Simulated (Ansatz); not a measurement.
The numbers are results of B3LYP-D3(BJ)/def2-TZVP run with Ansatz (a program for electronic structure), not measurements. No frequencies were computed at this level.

Ansatz 0.2 input:
```yaml
crystal:
  periodic: [false, false, false]
  atoms:
    - { symbol: C, position_ang: [-0.951754, 0.036292, 0.076864] }
    - { symbol: C, position_ang: [0.446621, -0.542967, -0.002633] }
    - { symbol: S, position_ang: [1.729392, 0.683474, 0.441341] }
    - { symbol: H, position_ang: [-1.077789, 0.840482, -0.645944] }
    - { symbol: H, position_ang: [-1.685365, -0.738836, -0.136308] }
    - { symbol: H, position_ang: [-1.142306, 0.432934, 1.071494] }
    - { symbol: H, position_ang: [0.673274, -0.915633, -1.001696] }
    - { symbol: H, position_ang: [0.580006, -1.350323, 0.716662] }
    - { symbol: H, position_ang: [1.42792, 1.554578, -0.51978] }
basis:
  gaussian: { orbitals: def2-tzvp }
hamiltonian:
  xc: b3lyp
  dispersion: d3bj
relax:
  max_steps: 150
```

Output:

```
Functional definition: B3LYP
895 factors; their error is unknown
mean field evaluation 1: about -13001.4506 eV, gradient 5.8e1 eV
mean field evaluation 2: about -12993.9960 eV, gradient 7.6e1 eV
mean field evaluation 4: about -13009.1854 eV, gradient 3.9e0 eV
mean field evaluation 8: about -13009.2174 eV, gradient 3.8e-2 eV
mean field evaluation 16: about -13009.2177 eV, gradient 1.4e-4 eV
mean field -13009.21771324 eV, -478.0799329970 hartree, gradient 2.6e-5 eV, S^2 0.000000; 0 other end points of the search recorded, 0 dependent functions left out
reference -13009.21795082 eV, -478.0799417281 hartree; 17, 17 occupied and 118, 118 virtual orbitals, 895 factors
relax step   1: F+E_penalty+E_count = -13009.49523010 eV  Δ(F+E_penalty+E_count) = +0.000e0 eV  max|allowed force component| = 2.631e-1 eV/Å  Δτ_max = 0.0000 Å  (28 SCF iters, accepted)
these checks for a lower state are left out or cut short: starts, cluster_reference, orbital_swaps, neighbouring_geometries, increment
895 factors; their error is unknown
mean field -13009.23030486 eV, -478.0803957308 hartree, gradient 9.1e-6 eV, S^2 0.000000; 0 other end points of the search recorded, 0 dependent functions left out
reference -13009.23054379 eV, -478.0804045112 hartree; 17, 17 occupied and 118, 118 virtual orbitals, 895 factors
relax step   2: F+E_penalty+E_count = -13009.50544737 eV  Δ(F+E_penalty+E_count) = -1.022e-2 eV  max|allowed force component| = 1.027e-1 eV/Å  Δτ_max = 0.0548 Å  (30 SCF iters, accepted)
these checks for a lower state are left out or cut short: starts, cluster_reference, orbital_swaps, neighbouring_geometries, increment
895 factors; their error is unknown
mean field evaluation 32: about -13009.2313 eV, gradient 9.1e-6 eV
mean field -13009.23127130 eV, -478.0804312465 hartree, gradient 9.1e-6 eV, S^2 0.000000; 0 other end points of the search recorded, 0 dependent functions left out
reference -13009.23151061 eV, -478.0804400412 hartree; 17, 17 occupied and 118, 118 virtual orbitals, 895 factors
relax step   3: F+E_penalty+E_count = -13009.50631478 eV  Δ(F+E_penalty+E_count) = -8.674e-4 eV  max|allowed force component| = 3.865e-2 eV/Å  Δτ_max = 0.0112 Å  (31 SCF iters, accepted)
these checks for a lower state are left out or cut short: starts, cluster_reference, orbital_swaps, neighbouring_geometries, increment
895 factors; their error is unknown
mean field -13009.23131130 eV, -478.0804327167 hartree, gradient 9.1e-6 eV, S^2 0.000000; 0 other end points of the search recorded, 0 dependent functions left out
reference -13009.23155071 eV, -478.0804415149 hartree; 17, 17 occupied and 118, 118 virtual orbitals, 895 factors
relax step   4: F+E_penalty+E_count = -13009.50638896 eV  Δ(F+E_penalty+E_count) = -7.418e-5 eV  max|allowed force component| = 1.808e-2 eV/Å  Δτ_max = 0.0066 Å  (31 SCF iters, accepted)
these checks for a lower state are left out or cut short: starts, cluster_reference, orbital_swaps, neighbouring_geometries, increment
895 factors; their error is unknown
mean field -13009.23131863 eV, -478.0804329861 hartree, gradient 9.1e-6 eV, S^2 0.000000; 0 other end points of the search recorded, 0 dependent functions left out
reference -13009.23155807 eV, -478.0804417852 hartree; 17, 17 occupied and 118, 118 virtual orbitals, 895 factors
relax step   5: F+E_penalty+E_count = -13009.50641783 eV  Δ(F+E_penalty+E_count) = -2.888e-5 eV  max|allowed force component| = 2.751e-3 eV/Å  Δτ_max = 0.0044 Å  (32 SCF iters, accepted)
895 factors; their error is unknown
mean field evaluation 64: about -13009.2313 eV, gradient 8.5e-3 eV
mean field -13009.23131863 eV, -478.0804329861 hartree, gradient 9.1e-6 eV, S^2 0.000000; 1 other end points of the search recorded, 0 dependent functions left out
reference -13009.23155807 eV, -478.0804417852 hartree; 17, 17 occupied and 118, 118 virtual orbitals, 895 factors
Total energy: -13009.50665727 eV, -478.0905514943 hartree
Atom 0 at    -0.965464     0.028952     0.081077 Å, force     0.001302     0.001142     0.000981 eV/Å
Atom 1 at     0.449046    -0.522872    -0.000575 Å, force    -0.000710     0.001319    -0.002751 eV/Å
Atom 2 at     1.749731     0.684778     0.443587 Å, force    -0.000743     0.000800     0.000960 eV/Å
Atom 3 at    -1.109066     0.843609    -0.630979 Å, force    -0.000081     0.000403     0.000253 eV/Å
Atom 4 at    -1.693935    -0.752353    -0.151558 Å, force    -0.000274    -0.001268     0.000259 eV/Å
Atom 5 at    -1.177147     0.414262     1.078732 Å, force     0.000301    -0.000670    -0.000597 eV/Å
Atom 6 at     0.663467    -0.922497    -0.991564 Å, force    -0.000360    -0.001003    -0.000338 eV/Å
Atom 7 at     0.590236    -1.336851     0.711971 Å, force     0.000097     0.000595     0.000806 eV/Å
Atom 8 at     1.493131     1.562973    -0.540691 Å, force     0.000468    -0.001319     0.000426 eV/Å
Dipole moment:    -0.269319    -0.108471    -0.179367 e Å
```

Cost: roughly 23 core-seconds.
